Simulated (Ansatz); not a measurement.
**C2H7N (dimethylamine): from total energies to a heat of formation**

C2H7N has 10 atoms, charge 0, and is taken as a singlet. SMILES: `CNC`. The coordinates come from a PBE0-D4/def2-TZVP relaxation.

Total energies at MP2/cc-pVDZ, 3 core orbitals frozen (Ansatz 0.2.0); the atoms run unrestricted:

| species | state | energy (Eh) |
| --- | --- | --- |
| C2H7N | singlet | -134.718421 |
| C | triplet | -37.738310 |
| N | quartet | -54.461855 |
| H | doublet | -0.499278 |

Harmonic wavenumbers at PBE0-D4/def2-TZVP, in cm⁻¹: 234, 264, 382, 774, 966, 1034, 1102, 1185, 1204, 1269, 1434, 1462, 1469, 1481, 1487, 1511, 1514, 2948, 2951, 3067, 3068, 3120, 3121, 3560.

Measured heats of formation of the gaseous atoms at 298.15 K, in kJ/mol: C 716.9, N 472.4, H 218.0. Take 1 Eh = 2625.50 kJ/mol, 1 cm⁻¹ = 0.0119627 kJ/mol, RT = 2.479 kJ/mol.

What heat of formation follows?


1. Electronic atomisation energy: 2 × (-37.738310) + (-54.461855) + 7 × (-0.499278) − (-134.718421) = 1.285000 Eh = 3373.8 kJ/mol.
2. Zero-point energy: half the sum of the wavenumbers, 20303.5 cm⁻¹ = 242.9 kJ/mol.
3. Thermal vibrational enthalpy, Σ hcν̃/(exp(hcν̃/kT) − 1): 4.1 kJ/mol. Translation, rotation and pV of a non-linear molecule: 4 RT = 9.9 kJ/mol.
4. The 10 free atoms carry 5/2 RT each: 62.0 kJ/mol.
5. Atomisation enthalpy at 298 K: 3373.8 − 242.9 − 4.1 − 9.9 + 62.0 = 3178.9 kJ/mol.
6. Sum of the atoms' heats of formation: 3432.2 kJ/mol. Heat of formation: 3432.2 − 3178.9 = +253.3 kJ/mol.

The tabulated value is -15.9 kJ/mol (Active Thermochemical Tables), so this level is off by +269.2 kJ/mol, or 7.8 % of the atomisation enthalpy. Perturbation theory converges slowly with the basis for atomisation. A double-zeta basis underbinds. Anharmonicity and any spin-orbit splitting of the molecule are left out, and so is core correlation.
